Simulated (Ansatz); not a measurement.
`CC(O)(F)CF` and `CC(O)(F)S` differ in one atom or group.

Ansatz, PBE0-D4/def2-TZVP geometries, multiplicity 1. Each molecule was computed in one conformer, which needn't be the lowest.

```csv
property,`CC(O)(F)CF`
size of the dipole moment (B3LYP/def2-TZVPP) / D,2.26
LUMO energy (B3LYP/def2-TZVPP) / eV,0.76
HOMO–LUMO gap (ωB97M-V/def2-TZVPP) / eV,14.00
HOMO energy (B3LYP/def2-TZVPP) / eV,-8.75
size of the dipole moment (PBE/def2-TZVPP) / D,2.07
HOMO energy (ωB97M-V/def2-TZVPP) / eV,-11.43
```

What does the change do to each property? (Estimate.)

Ansatz gave: 
```
                                        property  `CC(O)(F)S`  shift
size of the dipole moment (B3LYP/def2-TZVPP) / D         0.58  -1.68
             LUMO energy (B3LYP/def2-TZVPP) / eV        -0.30  -1.06
         HOMO–LUMO gap (ωB97M-V/def2-TZVPP) / eV        11.58  -2.42
             HOMO energy (B3LYP/def2-TZVPP) / eV        -7.21   1.54
  size of the dipole moment (PBE/def2-TZVPP) / D         0.48  -1.59
           HOMO energy (ωB97M-V/def2-TZVPP) / eV        -9.71   1.72
```

With PBE0 the HOMO rises by 1.54 eV and the LUMO falls by 1.14 eV, so the gap narrows by about 2.68 eV. PBE moves the HOMO by 1.12 eV and ωB97M-V by 1.72 eV. Dipoles are sizes alone; their direction can turn.

B3LYP here is the variant with VWN-RPA as its local correlation; programs differ in this.
